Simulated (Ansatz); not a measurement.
Molecular dynamics of CH5BN, charge -1

Input file:

```yaml
crystal:
  periodic: [false, false, false]
  atoms:
    - { symbol: B, position_ang: [-0.627188, 0.877974, -0.652493] }
    - { symbol: "N", position_ang: [-0.025222, 0.159493, 0.391457] }
    - { symbol: C, position_ang: [0.468427, -1.206067, 0.549176] }
    - { symbol: H, position_ang: [-0.686409, 0.415044, -1.768807] }
    - { symbol: H, position_ang: [-1.132459, 1.95688, -0.409028] }
    - { symbol: H, position_ang: [-0.037035, 0.633511, 1.293516] }
    - { symbol: H, position_ang: [1.461271, -1.179702, 1.048613] }
    - { symbol: H, position_ang: [0.578625, -1.657132, -0.452434] }
total_charge: -1
magnetization:
  spin_polarized: true
basis:
  gaussian: { orbitals: "6-31G" }
hamiltonian:
  xc: b3lyp
  dispersion: d4
md:
  timestep: 0.5
  n_steps: 266
  ensemble: nve
  temperature: 300.0
  initial_velocities: maxwell_boltzmann
  seed: 37046
```

Launched with:

```bash
$ ansatz run input.yaml --threads 1 --pin off --max-ram 2048MiB --backend cpu --events-out ev --progress --plain --runs-dir out
```

It starts from a relaxed structure.

Output, in part (step lines, the closing report, with atoms numbered from 0):

```
md step     0: t =     0.00 fs  T =   300.0 K  F+E_penalty+E_count = -3282.67182360 eV  E_kin = 0.232668 eV  conserved = -3282.43915560 eV  (38 SCF iters)
[... lines left out ...]
Total energy: -3282.60001319 eV, -120.6333254584 hartree
Atom 0 at    -0.618527     0.875727    -0.648183 Å, force     0.212558    -0.311794    -0.692565 eV/Å
Atom 1 at    -0.033915     0.173914     0.388396 Å, force     0.241414    -0.683741     0.958703 eV/Å
Atom 2 at     0.477907    -1.219255     0.564203 Å, force    -0.247803     0.423301    -0.042791 eV/Å
Atom 3 at    -0.604874     0.486230    -1.782797 Å, force     0.038348    -0.262077    -0.190136 eV/Å
Atom 4 at    -1.126054     1.911491    -0.445646 Å, force    -0.522989     0.930044     0.316776 eV/Å
Atom 5 at    -0.133347     0.615112     1.310442 Å, force     0.183683    -0.064988    -0.266676 eV/Å
Atom 6 at     1.547952    -1.152909     0.870806 Å, force    -0.034531    -0.039432     0.001807 eV/Å
Atom 7 at     0.415271    -1.710467    -0.423693 Å, force     0.129320     0.008687    -0.085116 eV/Å
Dipole moment:     0.097766     0.375200     0.149602 e Å
```

The steps, from the saved trajectory:

```json
{"time (fs)": "0.0", "T (K)": "300", "potential energy less start (eV)": "0.000", "conserved less start (meV/atom)": "0.00"}
{"time (fs)": "4.0", "T (K)": "173", "potential energy less start (eV)": "0.099", "conserved less start (meV/atom)": "0.10"}
{"time (fs)": "8.0", "T (K)": "74", "potential energy less start (eV)": "0.176", "conserved less start (meV/atom)": "0.14"}
{"time (fs)": "12.0", "T (K)": "115", "potential energy less start (eV)": "0.144", "conserved less start (meV/atom)": "0.06"}
{"time (fs)": "16.0", "T (K)": "167", "potential energy less start (eV)": "0.104", "conserved less start (meV/atom)": "0.05"}
{"time (fs)": "20.0", "T (K)": "182", "potential energy less start (eV)": "0.092", "conserved less start (meV/atom)": "0.12"}
{"time (fs)": "24.0", "T (K)": "163", "potential energy less start (eV)": "0.107", "conserved less start (meV/atom)": "0.12"}
{"time (fs)": "28.0", "T (K)": "142", "potential energy less start (eV)": "0.123", "conserved less start (meV/atom)": "0.05"}
{"time (fs)": "32.0", "T (K)": "61", "potential energy less start (eV)": "0.186", "conserved less start (meV/atom)": "0.14"}
{"time (fs)": "36.0", "T (K)": "139", "potential energy less start (eV)": "0.126", "conserved less start (meV/atom)": "0.11"}
{"time (fs)": "40.0", "T (K)": "223", "potential energy less start (eV)": "0.060", "conserved less start (meV/atom)": "0.05"}
{"time (fs)": "44.0", "T (K)": "155", "potential energy less start (eV)": "0.114", "conserved less start (meV/atom)": "0.13"}
{"time (fs)": "48.0", "T (K)": "163", "potential energy less start (eV)": "0.107", "conserved less start (meV/atom)": "0.08"}
{"time (fs)": "52.0", "T (K)": "128", "potential energy less start (eV)": "0.134", "conserved less start (meV/atom)": "0.08"}
{"time (fs)": "56.0", "T (K)": "145", "potential energy less start (eV)": "0.121", "conserved less start (meV/atom)": "0.10"}
{"time (fs)": "60.0", "T (K)": "165", "potential energy less start (eV)": "0.106", "conserved less start (meV/atom)": "0.11"}
{"time (fs)": "64.0", "T (K)": "160", "potential energy less start (eV)": "0.110", "conserved less start (meV/atom)": "0.10"}
{"time (fs)": "68.0", "T (K)": "180", "potential energy less start (eV)": "0.094", "conserved less start (meV/atom)": "0.07"}
{"time (fs)": "72.0", "T (K)": "120", "potential energy less start (eV)": "0.141", "conserved less start (meV/atom)": "0.14"}
{"time (fs)": "76.0", "T (K)": "155", "potential energy less start (eV)": "0.113", "conserved less start (meV/atom)": "0.07"}
{"time (fs)": "80.0", "T (K)": "127", "potential energy less start (eV)": "0.135", "conserved less start (meV/atom)": "0.10"}
{"time (fs)": "84.0", "T (K)": "104", "potential energy less start (eV)": "0.153", "conserved less start (meV/atom)": "0.14"}
{"time (fs)": "88.0", "T (K)": "172", "potential energy less start (eV)": "0.100", "conserved less start (meV/atom)": "0.07"}
{"time (fs)": "92.0", "T (K)": "158", "potential energy less start (eV)": "0.111", "conserved less start (meV/atom)": "0.12"}
{"time (fs)": "96.0", "T (K)": "138", "potential energy less start (eV)": "0.127", "conserved less start (meV/atom)": "0.14"}
{"time (fs)": "100.0", "T (K)": "128", "potential energy less start (eV)": "0.134", "conserved less start (meV/atom)": "0.11"}
{"time (fs)": "104.0", "T (K)": "151", "potential energy less start (eV)": "0.116", "conserved less start (meV/atom)": "0.04"}
{"time (fs)": "108.0", "T (K)": "137", "potential energy less start (eV)": "0.127", "conserved less start (meV/atom)": "0.08"}
{"time (fs)": "112.0", "T (K)": "135", "potential energy less start (eV)": "0.129", "conserved less start (meV/atom)": "0.16"}
{"time (fs)": "116.0", "T (K)": "260", "potential energy less start (eV)": "0.031", "conserved less start (meV/atom)": "0.02"}
{"time (fs)": "120.0", "T (K)": "169", "potential energy less start (eV)": "0.102", "conserved less start (meV/atom)": "0.08"}
{"time (fs)": "124.0", "T (K)": "81", "potential energy less start (eV)": "0.171", "conserved less start (meV/atom)": "0.13"}
{"time (fs)": "128.0", "T (K)": "134", "potential energy less start (eV)": "0.129", "conserved less start (meV/atom)": "0.06"}
{"time (fs)": "132.0", "T (K)": "181", "potential energy less start (eV)": "0.093", "conserved less start (meV/atom)": "0.08"}
```

All steps were run. The conserved energy stayed within 0.18 meV per atom of its start (net change 0.053 meV per atom), so the integration is sound. The temperature averaged 0.49 of the 300 K drawn at the start: a run that starts near a minimum puts about half its kinetic energy into the potential. A run of 0.13 ps of so small a system gives no equilibrium averages. Limits of this set-up: no polarisation functions, an anion without diffuse functions, the dipole of an ion depends on the origin.

The same pairs are bonded in the first frame and the last. Pairs count as bonded within 1.25 times the sum of covalent radii (0.12 Å more for H–H).

Last frame:

```xyz
8
Properties=species:S:1:pos:R:3
B -0.619 0.876 -0.648
N -0.034 0.174 0.388
C 0.478 -1.219 0.564
H -0.605 0.486 -1.783
H -1.126 1.911 -0.446
H -0.133 0.615 1.310
H 1.548 -1.153 0.871
H 0.415 -1.710 -0.424
```

Run time: 7.9 min on 1 thread of Intel(R) Xeon(R) Processor @ 2.70GHz, on a shared host, peak memory 0.12 GiB.
